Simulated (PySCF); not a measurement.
**Potential energy of SiO⁺ along the bond**

Set-up: Si def2-SVPD, O def2-SVPD; no relativity (PySCF 2.14). Energies in eV from Si⁺ + O in their ground configurations at the same level. All curves are PBE0. state 1: ²Σ⁺ (doublet), unpaired electrons σ ↑; state 2: ²Π (doublet), unpaired electrons π ↑, a second solution, started from another occupation; state 3: quartet, unpaired electrons σ ↑, π ↑↑, a mixture of terms (⟨Lz²⟩ = 2.0), a second solution, started from another occupation.

```
R (Å)  state 1  state 2  state 3
1.330   -2.759   -0.783   3.3160
1.391   -3.694   -2.232   1.7812
1.453   -4.197   -3.198   0.7310
1.500   -4.368   -3.685   0.1830
1.546   -4.411   -4.012  -0.2062
1.592   -4.356   -4.214  -0.4708
1.654   -4.176   -4.330  -0.6767
1.732   -3.836   -4.296  -0.7704
1.824   -3.336   -4.077  -0.7406
1.948   -2.607   -3.608  -0.6028
```

Put a parabola through the three lowest points of the state 1 curve and estimate Re, k and ωe (reduced mass 10.18 u; 1 eV/Å² = 0.16022 mdyn/Å; ωe = 1302.8·√(k/μ) cm⁻¹).

Through R = 1.5, 1.546, 1.592 Å the second-order coefficient is 23.2 eV/Å², so Re ≈ 1.543 Å, k ≈ 7.42 mdyn/Å and ωe ≈ 1112 cm⁻¹. A polynomial fit of higher order to the unrounded PBE0 energies gives Re = 1.541 Å, k = 7.40 mdyn/Å, ωe = 1111 cm⁻¹; anharmonicity and rounding make the difference.

The higher-order fit for each curve: state 1: Re = 1.541 Å, ωe = 1111 cm⁻¹, De = 4.41 eV; state 2: Re = 1.676 Å, ωe = 900 cm⁻¹, minimum 4.34 eV below the ground-state fragments; state 3: Re = 1.752 Å, ωe = 646 cm⁻¹, minimum 0.77 eV below the ground-state fragments.

For an ion De counts to the pair picked by the measured ionisation energies or electron affinities, which need not be the lowest pair at this level. Counting both spins, an empty level lies below a filled one in some of these solutions, because spin and occupation are held. The state was picked by a PBE0 search and need not be the measured ground state.
